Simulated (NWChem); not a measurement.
# N2H cation; SMILES N#[NH+]

```xyz
3

N      0.0000     0.0000     0.6578
N      0.0000     0.0000    -0.4350
H      0.0000     0.0000    -1.4794
```
Atoms are numbered in this order, from 1.

Program: NWChem. Coordinates come from a PBE0/def2-SVP optimisation. Hartree-Fock couplings suffer from near triplet instabilities. Isotropic indirect couplings, all four terms, static geometry, non-relativistic.

For level PBE/pcJ-1:

```
Item                            Value
------------------------------  -----
J(14N atom 1, 14N atom 2) (Hz)   -1.1
J(14N atom 1, 1H atom 3) (Hz)     1.2
J(14N atom 2, 1H atom 3) (Hz)   108.3
```

**Question.** What are these values for level Hartree-Fock/pcJ-1?

**Answer.** 
- J(14N atom 1, 14N atom 2) (Hz): 28.5
- J(14N atom 1, 1H atom 3) (Hz): -15.4
- J(14N atom 2, 1H atom 3) (Hz): 183.1
